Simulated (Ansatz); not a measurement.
**CH₆SSi: geometry optimisation**

Aim: relax CH₆SSi at this level.

Computed with Ansatz 0.2.0. Level: RKS r2SCAN0-D4/def2-SVPD.

1 further run of the same task is left out (set aside as unsound or not needed).

## (1) The system as given

9 atoms, charge 0, spin multiplicity 1.

Atoms are counted from 1 here; the program's logs count them from 0.

Bond lengths: C1–S2 1.840 Å, C1–H4 1.106 Å, C1–H5 1.105 Å, C1–H6 1.106 Å, S2–Si3 2.160 Å, Si3–H7 1.499 Å, Si3–H8 1.505 Å, Si3–H9 1.505 Å. Angles: S2–C1–H4 111.3°, S2–C1–H5 106.6°, S2–C1–H6 111.3°, H4–C1–H5 108.8°, H4–C1–H6 109.9°, H5–C1–H6 108.8°, C1–S2–Si3 99.2°, S2–Si3–H7 106.0°, S2–Si3–H8 110.9°, S2–Si3–H9 111.0°, H7–Si3–H8 110.4°, H7–Si3–H9 110.4°, H8–Si3–H9 108.2°.

Coordinates:

```xyz
9
CH6SSi
C    -0.69879    1.03213   -0.90071
S     1.03435    0.43677   -0.73744
Si    0.75810   -1.00447    0.84700
H    -1.37980    0.21055   -1.19178
H    -0.69745    1.79356   -1.70112
H    -1.05249    1.50118    0.03650
H     2.10941   -1.60130    1.10180
H    -0.21890   -2.07302    0.43631
H     0.23416   -0.34162    2.09244
```

## (2) Relaxation

File input.yaml:

```yaml
crystal:
  periodic: [false, false, false]
  atoms:
    - { symbol: C, position_ang: [-0.698787, 1.032131, -0.900712] }
    - { symbol: S, position_ang: [1.034351, 0.436771, -0.737439] }
    - { symbol: Si, position_ang: [0.758101, -1.004466, 0.847002] }
    - { symbol: H, position_ang: [-1.379801, 0.210554, -1.191778] }
    - { symbol: H, position_ang: [-0.697451, 1.793564, -1.701121] }
    - { symbol: H, position_ang: [-1.052489, 1.501183, 0.036499] }
    - { symbol: H, position_ang: [2.10941, -1.601301, 1.101799] }
    - { symbol: H, position_ang: [-0.218899, -2.073017, 0.436306] }
    - { symbol: H, position_ang: [0.234164, -0.341619, 2.092443] }
basis:
  gaussian: { orbitals: def2-SVPD }
hamiltonian:
  xc: { name: r2SCAN0 }
  dispersion: d4
output:
  forces: true
relax:
  f_tol: 0.003
  max_steps: 120
```

Command:

```console
ansatz run input.yaml --threads 1 --pin off --max-ram 2560MiB --backend cpu --events-out ev --progress --plain --runs-dir out
```

The program printed (excerpt; [...] marks lines left out):

```text
Warning: RAYON_NUM_THREADS=1 ignored (pool sized by the plan → 1); use --threads N
[...]
Functional definition: r2SCAN0
[...]
1219 factors; integrals over basis functions are off by at most 3.6e-4 eV
[...]
mean field -19839.31325163 eV, -729.0813144280 hartree, gradient 1.1e-5 eV, S^2 0.000000; 0 other end points of the search recorded, 0 dependent functions left out
[...]
reference -19839.31326555 eV, -729.0813149393 hartree; 21, 21 occupied and 98, 98 virtual orbitals, 1219 factors
relax step   1: F+E_penalty+E_count = -19839.36182128 eV  Δ(F+E_penalty+E_count) = +0.000e0 eV  max|allowed force component| = 4.130e-1 eV/Å  Δτ_max = 0.0000 Å  (24 SCF iters, accepted)
[...]
relax step   5: F+E_penalty+E_count = -19839.38494360 eV  Δ(F+E_penalty+E_count) = -5.479e-5 eV  max|allowed force component| = 8.970e-3 eV/Å  Δτ_max = 0.0039 Å  (22 SCF iters, accepted)
[...]
relax step   6: F+E_penalty+E_count = -19839.38495258 eV  Δ(F+E_penalty+E_count) = -8.976e-6 eV  max|allowed force component| = 8.177e-4 eV/Å  Δτ_max = 0.0023 Å  (20 SCF iters, accepted)
1219 factors; integrals over basis functions are off by at most 3.5e-4 eV
mean field -19839.33625262 eV, -729.0821596988 hartree, gradient 7.6e-5 eV, S^2 0.000000; 1 other end points of the search recorded, 0 dependent functions left out
[...]
reference -19839.33626653 eV, -729.0821602099 hartree; 21, 21 occupied and 98, 98 virtual orbitals, 1219 factors
Total energy: -19839.38496649 eV, -729.0839499002 hartree
Atom 0 at    -0.691342     1.021525    -0.890837 Å, force     0.000818     0.000014    -0.000297 eV/Å
Atom 1 at     1.024192     0.431420    -0.733439 Å, force    -0.000257    -0.000129     0.000122 eV/Å
Atom 2 at     0.752728    -0.995597     0.837904 Å, force    -0.000043     0.000033    -0.000049 eV/Å
Atom 3 at    -1.365030     0.208783    -1.176706 Å, force    -0.000062    -0.000372    -0.000035 eV/Å
Atom 4 at    -0.695752     1.775506    -1.681244 Å, force    -0.000327    -0.000044     0.000076 eV/Å
Atom 5 at    -1.037969     1.483853     0.037722 Å, force     0.000180     0.000067     0.000577 eV/Å
Atom 6 at     2.086399    -1.588699     1.098668 Å, force     0.000323     0.000105    -0.000067 eV/Å
Atom 7 at    -0.214061    -2.049536     0.427674 Å, force    -0.000261     0.000116    -0.000135 eV/Å
Atom 8 at     0.229435    -0.333454     2.063257 Å, force    -0.000371     0.000211    -0.000193 eV/Å
Dipole moment:    -0.310761     0.017687     0.065150 e Å
```

Run time: 48 s. Hardware: 1 thread of Arm Neoverse V2, shared host; peak memory 0.27 GiB.

The steps of the relaxation:

```tsv
step	energy from step 1 (eV)	largest force component (eV/Å)
1	0.0000	0.4130
2	-0.0215	0.1537
3	-0.0229	0.0552
4	-0.0231	0.0241
5	-0.0231	0.0090
6	-0.0231	0.0008
```

Close pairs (by a distance rule), those that changed most:

```tsv
bond	before (Å)	after (Å)	change (Å)
S2–Si3	2.160	2.140	-0.020
C1–S2	1.840	1.821	-0.019
Si3–H8	1.505	1.488	-0.017
Si3–H9	1.505	1.488	-0.017
Si3–H7	1.499	1.483	-0.016
C1–H4	1.106	1.094	-0.012
C1–H6	1.106	1.094	-0.012
C1–H5	1.105	1.092	-0.012
```

## (3) What came out

```
             quantity      value
        energy gained  0.0231 eV
root mean square move    0.023 Å
        dipole moment     1.53 D
```

**Reading.** Bond lengths: C1–S2 1.821 Å, C1–H4 1.094 Å, C1–H5 1.092 Å, C1–H6 1.094 Å, S2–Si3 2.140 Å, Si3–H7 1.483 Å, Si3–H8 1.488 Å, Si3–H9 1.488 Å. Angles: S2–C1–H4 111.2°, S2–C1–H5 106.9°, S2–C1–H6 111.2°, H4–C1–H5 108.7°, H4–C1–H6 109.9°, H5–C1–H6 108.7°, C1–S2–Si3 99.2°, S2–Si3–H7 106.4°, S2–Si3–H8 110.6°, S2–Si3–H9 110.6°, H7–Si3–H8 110.5°, H7–Si3–H9 110.5°, H8–Si3–H9 108.3°. No frequencies were computed here.
